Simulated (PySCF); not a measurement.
**Spin–spin coupling constants**

Molfile (atoms numbered from 1):
```
CHO3
     RDKit          3D

  5  4  0  0  0  0  0  0  0  0999 V2000
   -0.2815    1.1870   -0.4729 O   0  0  0  0  0  0  0  0  0  0  0  0
   -0.4639    0.0461   -0.0534 C   0  0  0  0  0  0  0  0  0  0  0  0
   -1.4724   -0.6246    0.0828 O   0  0  0  0  0  0  0  0  0  0  0  0
    0.7627   -0.6244    0.3568 O   0  0  0  0  0  0  0  0  0  0  0  0
    1.4637    0.0188    0.1983 H   0  0  0  0  0  0  0  0  0  0  0  0
  1  2  2  0
  2  3  1  0
  2  4  1  0
  4  5  1  0
M  CHG  1   3  -1
M  END
```

Indirect spin–spin couplings were computed at B3LYP/pcJ-1 (PySCF 2.14) on a GFN2-xTB structure, for the isolated molecule, without vibrational or relativistic corrections. Couplings are averaged over pairs made equivalent by symmetry, fast rotation or ring inversion, so a value needn't be that of the named pair in this geometry, while other rotamers aren't included; one pair stands for each set, and the list holds those of at least 0.8 Hz over up to four bonds.

Isotopes: ¹⁷O, ¹H, ¹³C. Couplings to quadrupolar nuclei such as 17O and 33S are rarely resolved in practice.

```tsv
pair	bonds	J (Hz)
O1, C2	1	23.1
C2, O4	1	?
O4, H5	1	-64.1
O1, O3	2	-2.9
C2, H5	2	?
```

Estimate the withheld couplings, with signs.

## Answers


- ¹J(C2,O4) = 29.1 Hz (bond length 1.457 Å)
- ²J(C2,H5) = -3.3 Hz (angle at O4 105°)
